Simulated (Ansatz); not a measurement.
Reaction (SMILES): O (H2O) → [OH] (OH) + H atom
B3LYP-D3(BJ)/def2-TZVP geometries, fixed; electronic energies without zero-point terms.

The bond dissociation energy at CCSD(T) with Ansatz (a quantum-chemistry and plane-wave program), in kcal/mol, split into its Hartree-Fock and correlation parts. Cores are frozen. Open shells are unrestricted. No added dispersion term, no relativity. Functions are those of the species that has most.

```json
[
 {"basis": "aug-cc-pVDZ", "X": "2", "functions": "41", "Hartree-Fock": "86.81", "CCSD(T)": "119.50"},
 {"basis": "aug-cc-pVTZ", "X": "3", "functions": "92", "Hartree-Fock": "87.26", "CCSD(T)": "123.55"},
 {"basis": "aug-cc-pVQZ", "X": "4", "functions": "172", "Hartree-Fock": "87.42", "CCSD(T)": "124.95"}
]
```

Worked estimate of the basis-set limit from each neighbouring pair, with Hartree-Fock from the larger set and the correlation part extrapolated as X^-3.
Correlation parts: X = 2: 32.69, X = 3: 36.29, X = 4: 37.53.
- (2,3): (27·(36.29) - 8·(32.69))/19 = 37.81; with Hartree-Fock 87.26 the estimate is 125.07 kcal/mol.
- (3,4): (64·(37.53) - 27·(36.29))/37 = 38.43; with Hartree-Fock 87.42 the estimate is 125.85 kcal/mol.
The last two estimates differ by 0.79 kcal/mol; the largest set lies 0.90 from the last. Over the last step Hartree-Fock moves by 0.16 and the correlation part by 1.24.
